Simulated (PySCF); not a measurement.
Ionisation energy of F by level of theory

F [He] 2s2 2p5 (2P) → F⁺ [He] 2s2 2p4 (3P), as a difference of total energies. Computed with PySCF 2.14 in dyall-acv3z (15s9p4d2f, 76 functions), with the spin-free X2C one-electron Hamiltonian (Gaussian nucleus). Correlated levels: valence: 1s2 frozen; valence and next inner shell: nothing frozen; virtual orbitals above 40 to 60 times the deepest correlated orbital energy dropped. The calculations carry no spin-orbit coupling.

| method | ionisation energy (eV) |
| --- | --- |
| UHF | 15.637 |
| LDA | 17.946 |
| PBE | 17.643 |
| PBE0 | 17.431 |
| r2SCAN | 17.528 |
| revPBE | 17.534 |
| BLYP | 17.695 |
| M06-L | 17.267 |
| CAM-B3LYP | 17.721 |
| MP2 (valence) | 17.289 |
| SCS-MP2 (valence) | 17.281 |
| MP2 (valence and next inner shell) | 17.303 |
| SCS-MP2 (valence and next inner shell) | 17.286 |

Errors of the correlated levels include the incompleteness of this basis and the frozen core.

Q: Which method comes closest to the reference value, and which is furthest?

A: The reference is 17.427 eV (measured; NIST levels, between the centres of gravity of the two terms). Closest: PBE0 (error 0.004 eV); furthest: UHF (error -1.790 eV).
